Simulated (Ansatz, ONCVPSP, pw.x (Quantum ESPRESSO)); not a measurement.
## C: one change to the ONCV potential, in the atom and in the fcc crystal

- Element: C (Z = 6)
- Generator: ONCVPSP 4.0.1.1 (patched build)
- Type: optimised norm-conserving Vanderbilt (ONCV)
- Functional: PBEsol
- Relativity: scalar-relativistic
- Frozen core: [He]
- Valence charge: 4
- Reference configuration: 2s2 2p2
- Partial waves: 2s: rc 1.00 bohr, ncon 3, nbas 8, qcut 6.5 1/bohr, 2 projectors, debl 2.2 Ha; 2p: rc 2.15 bohr, ncon 3, nbas 8, qcut 5.5 1/bohr, 2 projectors, debl 3.9 Ha; d scattering state at 0.08 Ha: rc 1.65 bohr, ncon 5, nbas 8, qcut 5.3 1/bohr, 2 projectors, debl 0.3 Ha
- Local potential: polynomial inside 0.95 bohr (lpopt 1, dvloc0 6 Ha)
- Core correction: none

Change: all radii scaled by about 1.17 (s 1.16, p 2.52, d 1.94 bohr); local potential polynomial inside 1.12 bohr (lpopt 1, dvloc0 6 Ha).

Cutoffs, loose and tight: the cutoffs (Ha) at which the residual kinetic energy of the hardest occupied pseudo-wave falls to 1 and 0.1 mHa per electron. They do not see the model core or the augmentation charge, which bear on the density cutoff. Test errors are all-electron minus pseudo excitation energies from the reference, over the configurations 2s2 2p1; 2s2 2p0; 2s1 2p0; 2s1 2p2; variants that change the core or the reference have their own tests.

Crystal test: fcc C in pw.x 7.5, no spin, 18³ k-points, Fermi–Dirac smearing 0.01 Ry, cutoffs set for each file from its atomic test. The reference is all-electron LAPW (Ansatz 0.2.0) with the same functional, mesh and smearing; V0 and B0 come from Birch–Murnaghan fits to the pressures at five volumes. Errors are pseudo minus all-electron; Δ is the rms difference of the E(V) curves that follow from these fits, minima aligned, over ±6 % about the mean V0. Mesh and smearing are coarse, so the numbers serve the comparison and aren't converged zero-temperature values; the lattice is a test structure that the element need not adopt.

All-electron: a0 = 3.037 Å (V0 = 7.00 Å³/atom), B0 = 172.8 GPa.

Question: Does the change bring the crystal closer to the all-electron result?

Answer: The mean pressure error goes from +0.56 to +1.98 GPa, so the change moves the solid further from the all-electron pressures.

```json
{"quantity": "outcome (atom)", "base": "generated", "changed": "generated"}
{"quantity": "cutoff, loose (atom)", "base": "19 Ha", "changed": "17 Ha"}
{"quantity": "cutoff, tight (atom)", "base": "44 Ha", "changed": "24 Ha"}
{"quantity": "bound ghosts (atom)", "base": "none", "changed": "none"}
{"quantity": "largest test error (meV) (atom)", "base": "+1010", "changed": "+1393"}
{"quantity": "cutoffs in pw.x (Ry)", "base": "105/420", "changed": "60/240"}
{"quantity": "a0 (Å)", "base": "3.039", "changed": "3.048"}
{"quantity": "a0 error (%)", "base": "+0.09", "changed": "+0.39"}
{"quantity": "B0 error (%)", "base": "-4.8", "changed": "-6.5"}
{"quantity": "Δ (meV/atom)", "base": "0.7", "changed": "3.0"}
{"quantity": "mean pressure error (GPa)", "base": "+0.56", "changed": "+1.98"}
```

Base: The largest radius (2.15 bohr) exceeds half the bond length (2.04 bohr), so the spheres overlap, which is one possible source of error among others. Changed file: The largest radius (2.52 bohr) exceeds half the bond length (2.04 bohr), so the spheres overlap, which is one possible source of error among others.
